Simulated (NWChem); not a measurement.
# hydrogen fluoride (HF); SMILES F

```xyz
2

F      0.0000     0.0000     0.0932
H      0.0000     0.0000    -0.8391
```
Atoms are numbered in this order, from 1.

Coordinates come from a PBE-D3(BJ)/def2-SVP optimisation.

 States above −ε(HOMO) = 11.8 eV lie in this functional's continuum and hang on the basis.

### Question
List the 4 lowest vertical singlet excitations from PBE0/def2-TZVPD, TDA (NWChem).

### Answer
```json
[
 {"state": "S1", "energy (eV)": "10.01", "oscillator strength": "0.030", "leading excitation (squared amplitude)": "HOMO → LUMO (0.99)"},
 {"state": "S2", "energy (eV)": "10.01", "oscillator strength": "0.030", "leading excitation (squared amplitude)": "HOMO−1 → LUMO (0.99)"},
 {"state": "S3", "energy (eV)": "13.04", "oscillator strength": "0.000", "leading excitation (squared amplitude)": "HOMO−1 → LUMO+2 (0.49)"},
 {"state": "S4", "energy (eV)": "13.04", "oscillator strength": "0.000", "leading excitation (squared amplitude)": "HOMO−1 → LUMO+1 (0.49)"}
]
```
